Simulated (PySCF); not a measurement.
# C4H8ClO: g tensor and hyperfine couplings

Species: C4H8ClO (doublet state).
Structure used (PBE0-D3(BJ)/def2-SVP), in Å, numbered top down from 1:
```xyz
14
C4H8ClO angstrom
O     -1.8153    1.2601    0.4654
C     -0.8060    0.2893    0.4722
C      0.5880    0.8811    0.3470
C      1.6878   -0.1856    0.3030
C      3.0642    0.3613    0.2448
Cl     3.6954    1.1429    1.6352
H     -1.6727    1.8402    1.2206
H     -0.8545   -0.3512    1.3781
H     -1.0072   -0.3729   -0.3864
H      0.6287    1.5100   -0.5576
H      0.7819    1.5487    1.2061
H      1.5926   -0.8339    1.1935
H      1.5397   -0.8338   -0.5779
H      3.5771    0.6053   -0.6883
```

The hyperfine couplings belong to this conformer and change with its torsions.

Identity: `OCCC[CH]Cl` [radical].

Method: UKS B3LYP, IGLO-III on C Cl O, pcH-1 on H, non-relativistic, mean-field spin-orbit, GIAO in PySCF 2.14.0. Geometry: PBE0-D3(BJ)/def2-SVP, one conformer, isolated molecule. No stability test was run, so a lower SCF solution isn't excluded.

```json
{
 "g1, g2, g3": "2.00160, 2.00725, 2.00898",
 "g_iso": "2.00594",
 "Form of g": "rhombic: the two nearest values differ by 23 % of g3 − g1",
 "⟨S²⟩": "0.7546 (exact 0.7500)",
 "α and β electrons": "29, 28",
 "HOMO–LUMO gap, α and β orbitals": "6.17, 5.83 eV",
 "Total energy": "-692.72537 Eh",
 "Basis functions": "299"
}
```

Hyperfine couplings atom by atom, in MHz; T1 to T3 are the principal values of the dipolar part; ρ(0) is the spin density at the nucleus:

```
atom  isotope  a_iso  of which spin–orbit     T1     T2     T3  Mulliken spin population  ρ(0) (bohr⁻³)
  O1      17O   -1.1                  0.0   -2.2    1.1    1.1                      0.00         0.0017
  C2      13C    3.5                  0.0   -1.1   -1.0    2.1                      0.00         0.0031
  C3      13C   54.4                  0.0   -5.8   -5.6   11.4                      0.05         0.0484
  C4      13C  -25.7                  0.0   -2.3   -0.7    3.0                     -0.06        -0.0229
  C5      13C  138.4                  0.5  -78.5  -77.8  156.3                      0.93         0.1227
 Cl6     35Cl    6.8                 -0.2  -30.7  -20.3   51.0                      0.10         0.0160
  H7       1H   -0.4                  0.0   -1.1   -0.2    1.4                      0.00        -0.0001
  H8       1H    0.4                  0.0   -1.5   -0.7    2.1                      0.00         0.0001
  H9       1H   -0.3                  0.0   -1.4   -0.8    2.2                      0.00        -0.0001
 H10       1H   -3.9                  0.0   -4.8   -1.8    6.7                      0.00        -0.0009
 H11       1H   -4.5                  0.0   -4.8   -1.1    5.9                      0.00        -0.0010
 H12       1H   53.7                  0.0   -4.9   -4.6    9.5                      0.03         0.0120
 H13       1H   13.2                  0.0   -5.4   -4.3    9.7                      0.01         0.0029
 H14       1H  -55.8                  0.1  -36.1   -1.9   38.1                     -0.05        -0.0125
```

The largest Mulliken spin populations are on C5 (+0.93), Cl6 (+0.10) and C4 (-0.06). No atom but C5 exceeds +0.15. The angles at C5 add up to 356.8°, so it is nearly planar; its axial dipolar tensor and the negative coupling of its proton fit spin in a p orbital normal to that plane.

Axes: g2 points within 14° of the C5–Cl6 bond.

Under fast tumbling the dipolar parts average out, and these isotropic splittings remain: 1 × 1H (H14, I = 1/2, 2 lines) with 1.99 mT, 2 × 1H (H12/H13, I = 1/2, 3 lines) with 1.19 mT, 1 × 35Cl (Cl6, I = 3/2, 4 lines) with 0.24 mT and 2 × 1H (H10/H11, I = 1/2, 3 lines) with 0.15 mT.

Nuclei that the bonding pattern makes equivalent are averaged, as if the motion that swaps them (rotation, inversion, ring flip) were fast. The 1H value of +33.5 MHz is a mean of couplings from 13.2 to 53.7 MHz in this one geometry, not an average over conformers.

Main isotope only: 35Cl (natural samples also hold 24 % 37Cl, magnetic too, which adds its own pattern).

The 13C coupling of C5 (138.4 MHz) shows only in satellite lines or after enrichment, since that isotope makes up about 1.07 % of natural carbon.
